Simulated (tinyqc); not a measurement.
Inside a calculation (part 1 of 2). Method: RKS/LDA (VWN5) in the sto-3g basis, for H2O, spin multiplicity 1. Computed by tinyqc, a small Python program that keeps every step (integrals from PySCF). Settings: charge = 0, multiplicity = 1, basis = sto-3g, energy threshold = 1e-08, iteration cap = 87, orthogonalisation = symmetric, start = random, DIIS depth = 0, method = RKS, functional = lda,vwn, grid = [10, 26]. Command: `OMP_NUM_THREADS=1 python tinyqc.py 27335 27336 out.jsonl` (the two numbers bound the seeds that draw the settings). One thread of a shared host (Intel(R) Xeon(R) Processor @ 2.60GHz), about 0.6 s of CPU time with the checks. Later iterations appear only in the table of the cycle.

## One-electron integrals

Geometry (angstrom):
```
atom         x          y         z
O     0.000000   0.000000  0.000000
H     0.000000   0.931000  0.915000
H     0.000000  -0.931000  0.915000
```

Basis sto-3g: exponents (1/bohr^2) and contraction coefficients of normalised primitives:
```
element  l (shell)    exponent  coefficient
O            s (1)  130.709320     0.154329
O            s (1)   23.808861     0.535328
O            s (1)    6.443608     0.444635
O            s (2)    5.033151    -0.099967
O            s (2)    1.169596     0.399513
O            s (2)    0.380389     0.700115
O            p (3)    5.033151     0.155916
O            p (3)    1.169596     0.607684
O            p (3)    0.380389     0.391957
H            s (1)    3.425251     0.154329
H            s (1)    0.623914     0.535328
H            s (1)    0.168855     0.444635
```

Overlap, kinetic and nuclear-attraction integrals over the contracted functions; the nuclear repulsion is the sum of Za Zb / Rab.

nuclear repulsion = 6.77036496 hartree

overlap S, lower triangle:
```
           1O 1s     1O 2s    1O 2px     1O 2py    1O 2pz     2H 1s     3H 1s
1O 1s   1.000000
1O 2s   0.236704  1.000000
1O 2px  0.000000  0.000000  1.000000
1O 2py  0.000000  0.000000  0.000000   1.000000
1O 2pz  0.000000  0.000000  0.000000   0.000000  1.000000
2H 1s   0.023759  0.278501  0.000000   0.187569  0.184346  1.000000
3H 1s   0.023759  0.278501  0.000000  -0.187569  0.184346  0.148894  1.000000
```

kinetic energy T (hartree), lower triangle:
```
            1O 1s     1O 2s    1O 2px     1O 2py    1O 2pz      2H 1s     3H 1s
1O 1s   29.003200
1O 2s   -0.168011  0.808128
1O 2px   0.000000  0.000000  2.528731
1O 2py   0.000000  0.000000  0.000000   2.528731
1O 2pz   0.000000  0.000000  0.000000   0.000000  2.528731
2H 1s   -0.007629  0.018321  0.000000   0.063729  0.062634   0.760032
3H 1s   -0.007629  0.018321  0.000000  -0.063729  0.062634  -0.007769  0.760032
```

nuclear attraction V (hartree), lower triangle:
```
             1O 1s      1O 2s     1O 2px     1O 2py     1O 2pz      2H 1s      3H 1s
1O 1s   -61.429226
1O 2s    -7.374992  -9.861753
1O 2px    0.000000   0.000000  -9.750700
1O 2py    0.000000   0.000000   0.000000  -9.809025
1O 2pz   -0.011702  -0.146363   0.000000   0.000000  -9.807038
2H 1s    -0.756426  -2.008039   0.000000  -1.169251  -1.183458  -4.724087
3H 1s    -0.756426  -2.008039   0.000000   1.169251  -1.183458  -0.756801  -4.724087
```

core Hamiltonian H = T + V (hartree), lower triangle:
```
             1O 1s      1O 2s     1O 2px     1O 2py     1O 2pz      2H 1s      3H 1s
1O 1s   -32.426026
1O 2s    -7.543003  -9.053625
1O 2px    0.000000   0.000000  -7.221969
1O 2py    0.000000   0.000000   0.000000  -7.280294
1O 2pz   -0.011702  -0.146363   0.000000   0.000000  -7.278307
2H 1s    -0.764055  -1.989717   0.000000  -1.105523  -1.120825  -3.964055
3H 1s    -0.764055  -1.989717   0.000000   1.105523  -1.120825  -0.764570  -3.964055
```

## Two-electron integrals

Functions are numbered as in S; the eight-fold symmetry (ij|kl) = (ji|kl) = (kl|ij) leaves the list below.

Two-electron integrals (ij|kl) in chemists' order, unique and non-zero (hartree):
```
(11|11) 4.785065    (21|11) 0.741380    (21|21) 0.136873    (22|11) 1.118947
(22|21) 0.256633    (22|22) 0.817206    (31|31) 0.024477    (32|31) 0.037809
(32|32) 0.180518    (33|11) 1.115814    (33|21) 0.256684    (33|22) 0.817023
(33|33) 0.880159    (41|41) 0.024477    (42|41) 0.037809    (42|42) 0.180518
(43|43) 0.047444    (44|11) 1.115814    (44|21) 0.256684    (44|22) 0.817023
(44|33) 0.785270    (44|44) 0.880159    (51|51) 0.024477    (52|51) 0.037809
(52|52) 0.180518    (53|53) 0.047444    (54|54) 0.047444    (55|11) 1.115814
(55|21) 0.256684    (55|22) 0.817023    (55|33) 0.785270    (55|44) 0.785270
(55|55) 0.880159    (61|11) 0.075186    (61|21) 0.013781    (61|22) 0.025735
(61|33) 0.025688    (61|41) 0.000430    (61|42) 0.000817    (61|44) 0.025762
(61|51) 0.000423    (61|52) 0.000803    (61|54) 0.000073    (61|55) 0.025759
(61|61) 0.001404    (62|11) 0.213359    (62|21) 0.049683    (62|22) 0.179129
(62|33) 0.175915    (62|41) 0.002631    (62|42) 0.021573    (62|44) 0.180727
(62|51) 0.002586    (62|52) 0.021202    (62|54) 0.004729    (62|55) 0.180563
(62|61) 0.005108    (62|62) 0.051946    (63|31) 0.004810    (63|32) 0.029389
(63|43) 0.004285    (63|53) 0.004211    (63|63) 0.006816    (64|11) 0.119123
(64|21) 0.028066    (64|22) 0.108116    (64|33) 0.103438    (64|41) 0.006087
(64|42) 0.041430    (64|44) 0.114724    (64|51) 0.001255    (64|52) 0.011833
(64|54) 0.006881    (64|55) 0.106062    (64|61) 0.002989    (64|62) 0.038190
(64|64) 0.034604    (65|11) 0.117076    (65|21) 0.027583    (65|22) 0.106258
(65|33) 0.101660    (65|41) 0.001255    (65|42) 0.011833    (65|44) 0.104330
(65|51) 0.006044    (65|52) 0.041019    (65|54) 0.006909    (65|55) 0.112661
(65|61) 0.002938    (65|62) 0.037534    (65|64) 0.027310    (65|65) 0.033657
(66|11) 0.401545    (66|21) 0.094960    (66|22) 0.394788    (66|33) 0.380829
(66|41) 0.005571    (66|42) 0.064998    (66|44) 0.401920    (66|51) 0.005475
(66|52) 0.063881    (66|54) 0.020729    (66|55) 0.401202    (66|61) 0.009803
(66|62) 0.155401    (66|64) 0.130756    (66|65) 0.128509    (66|66) 0.774606
(71|11) 0.075186    (71|21) 0.013781    (71|22) 0.025735    (71|33) 0.025688
(71|41) -0.000430   (71|42) -0.000817   (71|44) 0.025762    (71|51) 0.000423
(71|52) 0.000803    (71|54) -0.000073   (71|55) 0.025759    (71|61) 0.001388
(71|62) 0.004980    (71|64) 0.002705    (71|65) 0.002868    (71|66) 0.009521
(71|71) 0.001404    (72|11) 0.213359    (72|21) 0.049683    (72|22) 0.179129
(72|33) 0.175915    (72|41) -0.002631   (72|42) -0.021573   (72|44) 0.180727
(72|51) 0.002586    (72|52) 0.021202    (72|54) -0.004729   (72|55) 0.180563
(72|61) 0.004980    (72|62) 0.041719    (72|64) 0.021390    (72|65) 0.029341
(72|66) 0.100815    (72|71) 0.005108    (72|72) 0.051946    (73|31) 0.004810
(73|32) 0.029389    (73|43) -0.004285   (73|53) 0.004211    (73|63) 0.005293
(73|73) 0.006816    (74|11) -0.119123   (74|21) -0.028066   (74|22) -0.108116
(74|33) -0.103438   (74|41) 0.006087    (74|42) 0.041430    (74|44) -0.114724
(74|51) -0.001255   (74|52) -0.011833   (74|54) 0.006881    (74|55) -0.106062
(74|61) -0.002705   (74|62) -0.021390   (74|64) -0.006016   (74|65) -0.014793
(74|66) -0.048309   (74|71) -0.002989   (74|72) -0.038190   (74|74) 0.034604
(75|11) 0.117076    (75|21) 0.027583    (75|22) 0.106258    (75|33) 0.101660
(75|41) -0.001255   (75|42) -0.011833   (75|44) 0.104330    (75|51) 0.006044
(75|52) 0.041019    (75|54) -0.006909   (75|55) 0.112661    (75|61) 0.002868
(75|62) 0.029341    (75|64) 0.014793    (75|65) 0.025635    (75|66) 0.077205
(75|71) 0.002938    (75|72) 0.037534    (75|74) -0.027310   (75|75) 0.033657
(76|11) 0.073132    (76|21) 0.017229    (76|22) 0.068932    (76|33) 0.067107
(76|44) 0.068125    (76|51) 0.001279    (76|52) 0.013222    (76|55) 0.071488
(76|61) 0.001759    (76|62) 0.021098    (76|64) 0.013584    (76|65) 0.017184
(76|66) 0.072318    (76|71) 0.001759    (76|72) 0.021098    (76|74) -0.013584
(76|75) 0.017184    (76|76) 0.011703    (77|11) 0.401545    (77|21) 0.094960
(77|22) 0.394788    (77|33) 0.380829    (77|41) -0.005571   (77|42) -0.064998
(77|44) 0.401920    (77|51) 0.005475    (77|52) 0.063881    (77|54) -0.020729
(77|55) 0.401202    (77|61) 0.009521    (77|62) 0.100815    (77|64) 0.048309
(77|65) 0.077205    (77|66) 0.282605    (77|71) 0.009803    (77|72) 0.155401
(77|74) -0.130756   (77|75) 0.128509    (77|76) 0.072318    (77|77) 0.774606
```

## Orthogonalisation

S = U s U^T; symmetric (Loewdin) form X = U s^(-1/2) U^T, so that X^T S X = 1.

eigenvalues of S: 0.553544  0.650041  0.880217  1.000000  1.119564  1.201065  1.595569

X, lower triangle:
```
            1O 1s      1O 2s    1O 2px     1O 2py     1O 2pz      2H 1s     3H 1s
1O 1s    1.022899
1O 2s   -0.130126   1.085778
1O 2px   0.000000   0.000000  1.000000
1O 2py   0.000000   0.000000  0.000000   1.032093
1O 2pz  -0.004780   0.041213  0.000000   0.000000   1.026598
2H 1s    0.014202  -0.146742  0.000000  -0.111598  -0.095100   1.066057
3H 1s    0.014202  -0.146742  0.000000   0.111598  -0.095100  -0.054623  1.066057
```

## Starting guess

The start is random orthonormal orbitals; D = 2 C_occ C_occ^T.

D at the start, lower triangle:
```
            1O 1s      1O 2s     1O 2px     1O 2py     1O 2pz      2H 1s     3H 1s
1O 1s    1.250291
1O 2s    0.278128   1.441625
1O 2px   0.125007  -0.401538   1.654482
1O 2py   0.493453  -0.657567  -0.287789   1.758324
1O 2pz   0.056724   0.026166  -0.148856  -0.142046   2.081508
2H 1s   -0.881343  -0.047855  -0.269975  -0.201798  -0.466267   0.762876
3H 1s    0.301145  -1.028038  -0.268583   0.206660  -0.520545  -0.267629  2.142825
```

## Iteration 1: exchange-correlation on the grid

Becke grid with 10 radial and 26 angular points per atom, points of zero weight dropped. rho = sum D_ij phi_i phi_j; V_xc,ij = sum w v_xc phi_i phi_j; v_xc is d(rho eps)/d rho.

The 16 grid points with the largest w rho, of 766 (bohr, atomic units):
```
x                  y          z         w       rho     eps_xc       v_xc
0.000000   -1.190694   0.000000  0.518180  0.346062  -0.581467  -0.762258
-1.190694   0.000000   0.000000  0.543100  0.326918  -0.571272  -0.748792
0.000000    0.000000  -1.190694  0.543240  0.322917  -0.569090  -0.745911
0.000000   -0.841948  -0.841948  0.434486  0.346198  -0.581538  -0.762352
-0.841948  -0.841948   0.000000  0.429536  0.334977  -0.575612  -0.754524
-0.841948   0.000000   0.841948  0.429303  0.329790  -0.572827  -0.750846
-0.841948   0.000000  -0.841948  0.434592  0.320730  -0.567890  -0.744325
0.841948   -0.841948   0.000000  0.429536  0.307693  -0.560617  -0.734721
0.000000    0.000000   1.190694  0.518415  0.251409  -0.526558  -0.689755
0.000000   -0.663242   0.000000  0.111573  1.134314  -0.842893  -1.108031
-0.841948   0.841948   0.000000  0.429536  0.286578  -0.548380  -0.718563
-0.687448  -0.687448  -0.687448  0.366603  0.328789  -0.572286  -0.750131
0.687448   -0.687448  -0.687448  0.366603  0.327934  -0.571823  -0.749520
-0.663242   0.000000   0.000000  0.111665  1.054076  -0.823671  -1.082581
0.841948    0.000000  -0.841948  0.434592  0.268872  -0.537636  -0.704379
0.000000    0.000000  -0.663242  0.111665  1.043715  -0.821118  -1.079201
```

electrons on the grid, sum of w rho = 9.989280

E_xc = sum of w rho eps_xc = -7.26541091 hartree

V_xc (hartree), lower triangle:
```
            1O 1s      1O 2s     1O 2px     1O 2py     1O 2pz      2H 1s      3H 1s
1O 1s   -2.480165
1O 2s   -0.384451  -0.784169
1O 2px   0.003629   0.035761  -0.778734
1O 2py  -0.001531   0.040839   0.015915  -0.781273
1O 2pz   0.000066   0.010225   0.009575   0.008054  -0.794910
2H 1s   -0.039101  -0.152007   0.008810  -0.082525  -0.087763  -0.381334
3H 1s   -0.039220  -0.169985   0.005646   0.112024  -0.103056  -0.060220  -0.516132
```

## Iteration 1: building the Kohn-Sham matrix

J_ij = sum D_kl (ij|kl); F = H + J + V_xc; E = tr D H + tr D J / 2 + E_xc + E_nn.

Coulomb J (hartree), lower triangle:
```
            1O 1s      1O 2s     1O 2px     1O 2py    1O 2pz     2H 1s     3H 1s
1O 1s   14.391753
1O 2s    2.849787   7.605741
1O 2px  -0.029425  -0.167173   7.564402
1O 2py  -0.028917  -0.247740  -0.027320   7.610068
1O 2pz   0.000970   0.055099  -0.018660  -0.032169  7.627836
2H 1s    0.286127   1.648317  -0.032643   0.951771  0.999293  3.865118
3H 1s    0.287635   1.757079  -0.027706  -1.132509  1.085774  0.692267  4.603085
```

Kohn-Sham matrix F (hartree), lower triangle:
```
             1O 1s      1O 2s     1O 2px     1O 2py     1O 2pz      2H 1s     3H 1s
1O 1s   -20.514437
1O 2s    -5.077666  -2.232053
1O 2px   -0.025796  -0.131412  -0.436301
1O 2py   -0.030448  -0.206900  -0.011405  -0.451498
1O 2pz   -0.010665  -0.081038  -0.009085  -0.024115  -0.445381
2H 1s    -0.517029  -0.493407  -0.023833  -0.236276  -0.209295  -0.480272
3H 1s    -0.515640  -0.402624  -0.022060   0.085037  -0.138107  -0.132523  0.122898
```

total energy of this density = -61.90273565 hartree

## Iteration 1: diagonalisation and new density

Diagonalise F' = X^T F X, C = X C', fill 5 alpha and 5 beta electrons from the bottom; D = 2 C_occ C_occ^T. Each column has its largest component positive (the first on a tie).

F' = X^T F X (hartree), lower triangle:
```
            1          2          3          4          5          6         7
1  -20.177552
2   -2.552161  -1.314943
3   -0.009895  -0.132968  -0.436301
4   -0.006698  -0.204459  -0.011573  -0.408076
5   -0.018593  -0.037494  -0.010255  -0.017186  -0.410111
6   -0.044142  -0.163260  -0.003148  -0.145929  -0.125459  -0.348809
7   -0.047966  -0.193424  -0.003707   0.118166  -0.107842  -0.050484  0.270133
```

orbital energies (hartree): MO1 -20.517358, MO2 -1.137716, MO3 -0.504626, MO4 -0.430741, MO5 -0.385068, MO6 -0.193636, MO7 0.343485

coefficients C:
```
              MO1        MO2        MO3        MO4        MO5        MO6        MO7
1O 1s    0.996890  -0.233117   0.073355   0.004982   0.082054   0.027083   0.051731
1O 2s    0.013213   0.927650  -0.349518  -0.026505  -0.345451  -0.203366  -0.310392
1O 2px   0.001364   0.174223  -0.341168   0.580262   0.716125   0.057239   0.020855
1O 2py   0.001758   0.278456   0.262244  -0.546238   0.530894  -0.507659   0.325377
1O 2pz   0.001286   0.117454   0.603333   0.572398  -0.155071  -0.543537  -0.220877
2H 1s   -0.002281   0.091588   0.518261  -0.022040   0.170946   0.930791  -0.098115
3H 1s   -0.001623  -0.005190  -0.004338   0.076291  -0.096541   0.030875   1.080071
```

D after iteration 1, lower triangle:
```
            1O 1s      1O 2s     1O 2px     1O 2py    1O 2pz      2H 1s     3H 1s
1O 1s    2.120544
1O 2s   -0.514391   2.205823
1O 2px  -0.005258   0.036228   1.992578
1O 2py  -0.006167  -0.004492   0.044544   1.453075
1O 2pz   0.016573  -0.127009   0.071436  -0.408126  1.458991
2H 1s    0.056619  -0.309358  -0.102463   0.528407  0.568628   0.613393
3H 1s   -0.016535   0.056017  -0.048585  -0.191024  0.110821  -0.041809  0.030378
```

## Iteration 2: exchange-correlation on the grid

As before.

The 16 grid points with the largest w rho, of 766 (bohr, atomic units):
```
x                  y          z         w       rho     eps_xc       v_xc
1.190694    0.000000   0.000000  0.543100  0.343034  -0.579880  -0.760162
-1.190694   0.000000   0.000000  0.543100  0.338213  -0.577335  -0.756800
0.000000    0.000000  -1.190694  0.543240  0.286463  -0.548311  -0.718472
0.000000    1.190694   0.000000  0.518180  0.296941  -0.554459  -0.726590
0.000000    0.000000   1.190694  0.518415  0.290787  -0.550867  -0.721846
0.000000   -1.190694   0.000000  0.518180  0.282267  -0.545806  -0.715165
0.000000    0.841948  -0.841948  0.434486  0.334501  -0.575357  -0.754188
-0.841948   0.000000  -0.841948  0.434592  0.321987  -0.568581  -0.745238
0.841948    0.841948   0.000000  0.429536  0.322747  -0.568997  -0.745788
0.841948    0.000000   0.841948  0.429303  0.319285  -0.567094  -0.743274
-0.841948  -0.841948   0.000000  0.429536  0.314065  -0.564197  -0.739449
0.841948    0.000000  -0.841948  0.434592  0.308952  -0.561328  -0.735660
-0.841948   0.841948   0.000000  0.429536  0.310412  -0.562151  -0.736747
0.841948   -0.841948   0.000000  0.429536  0.305930  -0.559617  -0.733401
-0.841948   0.000000   0.841948  0.429303  0.301946  -0.557344  -0.730399
-0.687448   0.687448  -0.687448  0.366603  0.338403  -0.577436  -0.756933
```

electrons on the grid, sum of w rho = 9.971014

E_xc = sum of w rho eps_xc = -8.98153893 hartree

V_xc (hartree), lower triangle:
```
            1O 1s      1O 2s     1O 2px     1O 2py     1O 2pz      2H 1s      3H 1s
1O 1s   -2.830514
1O 2s   -0.416427  -0.814698
1O 2px  -0.000172  -0.000784  -0.825486
1O 2py  -0.000199  -0.005529  -0.001657  -0.808953
1O 2pz   0.000143  -0.004105  -0.002401   0.012188  -0.810279
2H 1s   -0.042484  -0.168649  -0.000251  -0.101022  -0.100015  -0.411088
3H 1s   -0.042531  -0.159547  -0.000024   0.088633  -0.090884  -0.055756  -0.262822
```

## Iteration 2: building the Kohn-Sham matrix

As before.

Coulomb J (hartree), lower triangle:
```
            1O 1s     1O 2s    1O 2px     1O 2py    1O 2pz     2H 1s     3H 1s
1O 1s   17.805897
1O 2s    3.369837  8.378223
1O 2px   0.001029  0.003803  8.384271
1O 2py   0.006003  0.058952  0.003765   8.364006
1O 2pz   0.003368  0.057506  0.005506  -0.019117  8.362764
2H 1s    0.339798  1.830927  0.001151   1.113502  1.095340  4.232733
3H 1s    0.339614  1.795892  0.000552  -1.059046  1.067138  0.701022  3.918275
```

Kohn-Sham matrix F (hartree), lower triangle:
```
             1O 1s      1O 2s    1O 2px     1O 2py     1O 2pz      2H 1s      3H 1s
1O 1s   -17.450642
1O 2s    -4.589594  -1.490101
1O 2px    0.000857   0.003020  0.336816
1O 2py    0.005804   0.053423  0.002108   0.274759
1O 2pz   -0.008191  -0.092962  0.003105  -0.006929   0.274178
2H 1s    -0.466741  -0.327440  0.000900  -0.093042  -0.125499  -0.142410
3H 1s    -0.466972  -0.353373  0.000528   0.135110  -0.144571  -0.119304  -0.308603
```

total energy of this density = -74.06340263 hartree

## Iteration 2: diagonalisation and new density

As before.

F' = X^T F X (hartree), lower triangle:
```
            1          2          3          4          5          6          7
1  -17.087169
2   -2.521741  -0.593339
3    0.000489   0.003086   0.336816
4   -0.000299   0.051916   0.002134   0.342589
5   -0.021599  -0.025857   0.003172  -0.009767   0.331035
6   -0.026229  -0.166219  -0.000031  -0.147273  -0.134181  -0.029333
7   -0.025341  -0.159956   0.000022   0.159030  -0.141603  -0.044593  -0.198796
```

orbital energies (hartree): MO1 -17.464429, MO2 -0.456584, MO3 -0.158727, MO4 -0.003119, MO5 0.336647, MO6 0.405237, MO7 0.442779

coefficients C:
```
              MO1        MO2        MO3        MO4        MO5        MO6        MO7
1O 1s    0.992473  -0.177514   0.096396  -0.188845   0.001168  -0.035160  -0.031230
1O 2s    0.031092   0.597121  -0.380686   0.822821  -0.007787   0.204071   0.139392
1O 2px  -0.000053  -0.002989   0.003490  -0.001332   0.998798   0.042952   0.023127
1O 2py  -0.000436  -0.073922  -0.216020  -0.185738  -0.017680  -0.117782   0.994642
1O 2pz   0.002319   0.128930  -0.020400  -0.224447  -0.044667   0.998890   0.080731
2H 1s   -0.004798   0.223309  -0.584407  -0.641410   0.028427  -0.342400  -0.511685
3H 1s   -0.004966   0.520438   0.724293  -0.387319   0.006761  -0.365282   0.322058
```

D after iteration 2, lower triangle:
```
            1O 1s      1O 2s     1O 2px     1O 2py    1O 2pz      2H 1s     3H 1s
1O 1s    2.122940
1O 2s   -0.534463   2.359075
1O 2px   0.004465  -0.023978   1.995241
1O 2py   0.053842  -0.229219  -0.035888   0.173881
1O 2pz   0.039563  -0.199014  -0.089543   0.074706  0.138832
2H 1s    0.040847  -0.344635   0.053081   0.456740  0.366789   1.607272
3H 1s    0.091313  -0.567731   0.016483  -0.246223  0.277886  -0.116836  1.891085
```
